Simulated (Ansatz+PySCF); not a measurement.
A calculation with Ansatz (development build ahead of 0.2.0).

```yaml
crystal:
  periodic: [false, false, false]
  atoms:
    - { symbol: C, position_ang: [0.0, 0.0, -0.30534] }
    - { symbol: O, position_ang: [0.0, 1.13197, 0.20657] }
    - { symbol: O, position_ang: [0.0, -1.13197, 0.20657] }
    - { symbol: H, position_ang: [0.0, 0.0, -1.47303] }
basis:
  gaussian: { orbitals: def2-SVP }
total_charge: -1
hamiltonian:
  xc: pbe0
scf:
  omitted_lower_state_checks: [stability, starts, atomic_configurations, cluster_reference, orbital_swaps, given_window_search, neighbouring_geometries, increment]
output:
  forces: true
```

The input is written out in the form of the current development build from the run's settings.

Results

| Quantity | Value |
| --- | --- |
| Converged | yes |
| Total energy | -188.83693 hartree |
| Spin squared of the determinant | 0.000 |

Forces (eV/Å):
```
atom     Fx      Fy      Fz
  C1  0.000   0.000   0.000
  O2  0.000  -0.001  -0.001
  O3  0.000   0.001  -0.001
  H4  0.000   0.000   0.001
```

Caution: no diffuse functions for an anion.
